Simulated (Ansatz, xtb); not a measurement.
**Relative energy of two isomers of CH4NS−**

Structure I: `CN[S-]`, a singlet. Structure II: `CS[NH-]`, a singlet. Both are isolated ions in the gas phase, relaxed with PBE0-D3(BJ)/def2-SVPD; the shapes shown needn't be the lowest conformers.

I (Å):

```xyz
7

C     0.1449    0.5541    1.0650
N     0.5994   -0.3125    0.0107
S     0.5054   -2.0457    0.4550
H     0.1482    1.6086    0.7229
H     0.8336    0.4716    1.9212
H    -0.8717    0.3080    1.4508
H    -0.0105   -0.1960   -0.7932
```

II (Å):

```xyz
7

C    -0.0914    0.7689    1.2272
N     0.9250   -1.5376   -0.0268
S    -0.5027   -0.9125    0.5987
H     0.1477    1.4637    0.4029
H     0.7836    0.7052    1.8966
H    -0.9567    1.1642    1.7914
H     0.9386   -1.2470   -1.0115
```

Task: Which of the two would you expect CCSD(T)/def2-SVPD + ΔMP2/def2-TZVPPD electronic energies to favour?

Result: Structure I; the calculation gives E(II) − E(I) = +16.6 kcal/mol.

The same difference at several levels:

```csv
level,geometry,E(II) − E(I) (kcal/mol),departure from the last row (kcal/mol),"job, with rough time for the two"
GFN2-xTB,GFN2-xTB,+23.9,+7.3,"optimisation, 0.08 s"
HF/STO-3G,GFN2-xTB,+26.0,+9.4,"single point, 0.2 s"
r2SCAN-D4/def2-SVPD,GFN2-xTB,+23.9,+7.3,"single point, 5 s"
PBE0-D3(BJ)/def2-SVPD,PBE0-D3(BJ)/def2-SVPD,+24.0,+7.4,"optimisation, 40 s"
HF/def2-SVPD,PBE0-D3(BJ)/def2-SVPD,+31.9,+15.3,part of the CCSD(T) run
MP2/def2-SVPD,PBE0-D3(BJ)/def2-SVPD,+25.1,+8.5,part of the CCSD(T) run
CCSD(T)/def2-SVPD,PBE0-D3(BJ)/def2-SVPD,+25.8,+9.2,single point
CCSD(T)/def2-SVPD + ΔMP2/def2-TZVPPD,PBE0-D3(BJ)/def2-SVPD,+16.6,,"single point, 28 s"
```

As drawn, II has 1 C–S in place of 1 C–N.

None of the levels shown reverses the order. The largest departure from CCSD(T)/def2-SVPD + ΔMP2/def2-TZVPPD is that of HF/def2-SVPD, 15.3 kcal/mol. The last row adds to CCSD(T) the change of the MP2 difference between the two basis sets, here −9.2 kcal/mol, a large step that makes the value less sure.

With harmonic frequencies from PBE0-D3(BJ)/def2-SVPD (ideal gas, rigid rotor, one conformer each, 400 K, 1 atm): on the last row, ΔE + ΔZPE = +14.3, ΔH = +14.8, ΔG = +13.8 kcal/mol.

The correlated steps freeze 7 core orbitals. Programs: Ansatz 0.2.0, xtb 6.7.1; the last row on 1 thread of Arm Neoverse V1 on a shared host.
